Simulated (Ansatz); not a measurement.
System: bcc Li. Method: BLYP (Ansatz, a program for electronic structure, PAW).

Settings: plane-wave cutoff 520 eV, 22×22×22 k mesh, Fermi–Dirac smearing 0.05 eV, scalar-relativistic PAW data made under PBE.

Pressure at four volumes; x = ln(V/20.048 Å³). One pressure is withheld.

```csv
V (Å³/atom),x,P (GPa)
18.846,-0.0618,?
19.247,-0.0408,0.598
20.048,0.0000,-0.007
21.251,0.0583,-0.736
```

Pass a parabola P(x) through the three rows shown, estimate the bulk modulus and its pressure derivative near zero pressure, and predict the withheld pressure.

Slopes between the rows: (-0.007 − (0.598))/(0.0000 − (-0.0408)) = -14.83 and (-0.736 − (-0.007))/(0.0583 − (0.0000)) = -12.50 GPa. Their difference over the span 0.0991 is c = 2.33/0.0991 = 23.5 GPa, so P(x) = 0.598 + (-14.83)(x − (-0.0408)) + 23.5 (x − (-0.0408))(x − (0.0000)). At the middle row B = −dP/dx = −[-14.83 + 23.5 × 0.0408] = 13.9 GPa, and B′ = dB/dP = 2c/B = 3.4. At x = -0.0618 the parabola gives 0.940 GPa; the run gives 0.943 GPa. The Birch–Murnaghan fit to the energies at all volumes has B0 = 13.8 GPa and B′ = 3.4.

Measured, for comparison: bulk modulus 13.8 GPa (corrected for temperature and zero-point phonon effects, our sources range from 13.1 to 13.9; as tabulated in Levämäki et al. (2014), arXiv:1402.3671). Computed (rounded) less measured: bulk modulus 0.0 % (inside the range of the sources held).
